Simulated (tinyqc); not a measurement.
RKS/PBE0 in the sto-3g basis, for LiH, spin multiplicity 1, step by step. One step of it, computed by the program tinyqc.

Task: Iteration 1: building the Kohn-Sham matrix. J_ij = sum D_kl (ij|kl), K_ij = sum D_kl (ik|jl); F = H + J - 0.125 K + V_xc; E = tr D H + tr D J / 2 - 0.0625 tr D K + E_xc + E_nn.

D at the start:
```
            1Li 1s    1Li 2s   1Li 2px   1Li 2py    1Li 2pz      2H 1s
1Li 1s    1.981936  0.027790  0.000000  0.000000  -0.096930  -0.149178
1Li 2s    0.027790  0.131139  0.000000  0.000000   0.207596   0.317428
1Li 2px   0.000000  0.000000  0.000000  0.000000   0.000000   0.000000
1Li 2py   0.000000  0.000000  0.000000  0.000000   0.000000   0.000000
1Li 2pz  -0.096930  0.207596  0.000000  0.000000   0.338678   0.517931
2H 1s    -0.149178  0.317428  0.000000  0.000000   0.517931   0.792058
```

core Hamiltonian H = T + V (hartree):
```
            1Li 1s     1Li 2s    1Li 2px    1Li 2py    1Li 2pz      2H 1s
1Li 1s   -4.724684  -1.061402   0.000000   0.000000  -0.014941  -0.264445
1Li 2s   -1.061402  -1.389187   0.000000   0.000000  -0.118742  -0.655945
1Li 2px   0.000000   0.000000  -1.130174   0.000000   0.000000   0.000000
1Li 2py   0.000000   0.000000   0.000000  -1.130174   0.000000   0.000000
1Li 2pz  -0.014941  -0.118742   0.000000   0.000000  -1.225418  -0.807258
2H 1s    -0.264445  -0.655945   0.000000   0.000000  -0.807258  -1.420455
```

Two-electron integrals (ij|kl) in chemists' order, unique and non-zero (hartree):
```
(11|11) 1.680395   (21|11) 0.265420   (21|21) 0.049941   (22|11) 0.397727
(22|21) 0.092860   (22|22) 0.290562   (31|31) 0.008981   (32|31) 0.013788
(32|32) 0.064184   (33|11) 0.396640   (33|21) 0.092880   (33|22) 0.290497
(33|33) 0.312946   (41|41) 0.008981   (42|41) 0.013788   (42|42) 0.064184
(43|43) 0.016869   (44|11) 0.396640   (44|21) 0.092880   (44|22) 0.290497
(44|33) 0.279207   (44|44) 0.312946   (51|51) 0.008981   (52|51) 0.013788
(52|52) 0.064184   (53|53) 0.016869   (54|54) 0.016869   (55|11) 0.396640
(55|21) 0.092880   (55|22) 0.290497   (55|33) 0.279207   (55|44) 0.279207
(55|55) 0.312946   (61|11) 0.062379   (61|21) 0.011799   (61|22) 0.022344
(61|33) 0.022082   (61|44) 0.022082   (61|51) 0.001397   (61|52) 0.002712
(61|55) 0.022878   (61|61) 0.003048   (62|11) 0.141239   (62|21) 0.033346
(62|22) 0.109670   (62|33) 0.104083   (62|44) 0.104083   (62|51) 0.005421
(62|52) 0.032404   (62|55) 0.120728   (62|61) 0.009406   (62|62) 0.067981
(63|31) 0.002724   (63|32) 0.012539   (63|53) 0.005035   (63|63) 0.004957
(64|41) 0.002724   (64|42) 0.012539   (64|54) 0.005035   (64|64) 0.004957
(65|11) 0.173443   (65|21) 0.041392   (65|22) 0.141325   (65|33) 0.131799
(65|44) 0.131799   (65|51) 0.008418   (65|52) 0.049608   (65|55) 0.160209
(65|61) 0.012159   (65|62) 0.096053   (65|65) 0.137726   (66|11) 0.317670
(66|21) 0.076324   (66|22) 0.275235   (66|33) 0.251200   (66|44) 0.251200
(66|51) 0.014286   (66|52) 0.103714   (66|55) 0.322975   (66|61) 0.022505
(66|62) 0.212502   (66|65) 0.312040   (66|66) 0.774606
```

nuclear repulsion = 0.95576859 hartree

V_xc (hartree):
```
            1Li 1s     1Li 2s    1Li 2px    1Li 2py    1Li 2pz      2H 1s
1Li 1s   -0.838836  -0.107746   0.000000   0.000000  -0.002341  -0.026306
1Li 2s   -0.107746  -0.131726   0.000000   0.000000  -0.042656  -0.097103
1Li 2px   0.000000   0.000000  -0.115920   0.000000   0.000000   0.000000
1Li 2py   0.000000   0.000000   0.000000  -0.115920   0.000000   0.000000
1Li 2pz  -0.002341  -0.042656   0.000000   0.000000  -0.159612  -0.139011
2H 1s    -0.026306  -0.097103   0.000000   0.000000  -0.139011  -0.358559
```

E_xc = sum of w rho eps_xc = -1.74716140 hartree

Give: Coulomb J; exchange K; Kohn-Sham matrix F; total energy of this density.

Result:

Coulomb J (hartree):
```
         1Li 1s  1Li 2s  1Li 2px  1Li 2py  1Li 2pz   2H 1s
1Li 1s   4.0340  0.6934   0.0000   0.0000   0.0270  0.1713
1Li 2s   0.6934  1.3573   0.0000   0.0000   0.1773  0.6576
1Li 2px  0.0000  0.0000   1.3189   0.0000   0.0000  0.0000
1Li 2py  0.0000  0.0000   0.0000   1.3189   0.0000  0.0000
1Li 2pz  0.0270  0.1773   0.0000   0.0000   1.4269  0.8850
2H 1s    0.1713  0.6576   0.0000   0.0000   0.8850  1.8846
```

exchange K (hartree):
```
          1Li 1s  1Li 2s  1Li 2px  1Li 2py  1Li 2pz   2H 1s
1Li 1s    3.3475  0.5618   0.0000   0.0000  -0.0034  0.1388
1Li 2s    0.5618  0.3111   0.0000   0.0000   0.2758  0.4558
1Li 2px   0.0000  0.0000   0.0490   0.0000   0.0000  0.0000
1Li 2py   0.0000  0.0000   0.0000   0.0490   0.0000  0.0000
1Li 2pz  -0.0034  0.2758   0.0000   0.0000   0.4370  0.6391
2H 1s     0.1388  0.4558   0.0000   0.0000   0.6391  1.1646
```

Kohn-Sham matrix F (hartree):
```
          1Li 1s   1Li 2s  1Li 2px  1Li 2py  1Li 2pz    2H 1s
1Li 1s   -1.9480  -0.5459   0.0000   0.0000   0.0102  -0.1368
1Li 2s   -0.5459  -0.2025   0.0000   0.0000  -0.0186  -0.1524
1Li 2px   0.0000   0.0000   0.0667   0.0000   0.0000   0.0000
1Li 2py   0.0000   0.0000   0.0000   0.0667   0.0000   0.0000
1Li 2pz   0.0102  -0.0186   0.0000   0.0000  -0.0127  -0.1412
2H 1s    -0.1368  -0.1524   0.0000   0.0000  -0.1412  -0.0400
```

total energy of this density = -7.937412 hartree
